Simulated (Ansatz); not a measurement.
Rutile SnO2, treated with r²SCAN (Ansatz, a program for electronic structure, PAW).

Settings: plane-wave cutoff 560 eV, 8×8×10 k mesh (along the axes of the cell as run), Fermi–Dirac smearing 0.01 eV, scalar-relativistic PAW data made under PBE.

Properties against volume:

Shape and atoms are relaxed at each volume.

```json
[
 {"V (Å³/atom)": "11.602", "P (GPa)": "9.20", "direct gap at Γ (eV)": "2.231", "c (Å)": "3.176", "a (Å)": "4.682"},
 {"V (Å³/atom)": "11.844", "P (GPa)": "4.32", "direct gap at Γ (eV)": "1.993", "c (Å)": "3.189", "a (Å)": "4.721"},
 {"V (Å³/atom)": "12.086", "P (GPa)": "0.00", "direct gap at Γ (eV)": "1.769", "c (Å)": "3.201", "a (Å)": "4.760"},
 {"V (Å³/atom)": "12.327", "P (GPa)": "-3.82", "direct gap at Γ (eV)": "1.559", "c (Å)": "3.212", "a (Å)": "4.799"},
 {"V (Å³/atom)": "12.569", "P (GPa)": "-7.17", "direct gap at Γ (eV)": "1.366", "c (Å)": "3.222", "a (Å)": "4.838"}
]
```

A straight line through the gaps at Γ against ln V gives a volume deformation potential dE_g(Γ)/d ln V of -10.8 eV: the gap at Γ widens under compression.

Measured, for comparison: band gap 3.81 eV (zero-point renormalisation of 215 meV (computed, non-adiabatic AHC, without the lattice-expansion part) added back here to the 1.8 K gap of; inputs from Miglio et al. (2020), arXiv:2011.12765).

Note: the bulk modulus comes from volumes at which shape and atoms were relaxed.

Spin–orbit coupling is not included.
